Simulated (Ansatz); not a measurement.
# Basis-set limit of CH4Cl, doublet

```yaml
atoms:
  - { symbol: C, position_ang: [-1.9374, 0.0000, 0.0000] }
  - { symbol: H, position_ang: [-2.3006, 1.0273, 0.0000] }
  - { symbol: H, position_ang: [-2.3006, -0.5137, 0.8897] }
  - { symbol: H, position_ang: [-2.3006, -0.5137, -0.8897] }
  - { symbol: H, position_ang: [-0.7414, 0.0000, 0.0000] }
  - { symbol: Cl, position_ang: [0.8736, 0.0000, 0.0000] }
```

Connectivity, by distances: CH3 ··· Cl, 1 bridging H.

Ansatz 0.2.0, UHF determinant, valence electrons correlated. Energies in eV.

| set | X | functions | Hartree–Fock | MP2 correlation | CCSD(T) correlation | time |
| --- | --- | --- | --- | --- | --- | --- |
| def2-TZVPP | 3 | 129 | -13596.4408 | -10.2142 | -11.7329 | 3.1 s on 1 × NVIDIA H100 80GB HBM3 with 1 thread of AMD EPYC 7R13 Processor (Zen 3) (shared host) |
| def2-QZVPP | 4 | 247 | -13596.8491 | -11.0454 | -12.5338 | 9.5 s on 1 × NVIDIA H100 80GB HBM3 with 1 thread of AMD EPYC 7R13 Processor (Zen 3) (shared host) |

Hartree–Fock is taken to follow E(X) = E∞ + A·exp(−7.88·√X), correlation E(X) = E∞ + B·X^−2.97.

Work out the CCSD(T) energy at the limit, and how far the shortcut misses it that extrapolates MP2 and adds CCSD(T) minus MP2 from the smaller set.

Hartree–Fock: E∞ = E4 + 0.1377·(E4 − E3) = -13596.9054. Correlation: E∞ = E4 + 0.7407·(E4 − E3) = -13.1270 for CCSD(T) and -11.6612 for MP2. The limit is -13610.0324 eV, 0.650 eV below def2-QZVPP. The shortcut gives a correlation energy of -11.6612 + (-1.5187) = -13.1799, 53 meV lower than the direct value.

Past Ne part of the Hartree–Fock step between the two sets comes from the cores, which don't follow the formula, so the 56 meV that it adds to the total can overshoot; that part largely cancels in differences.
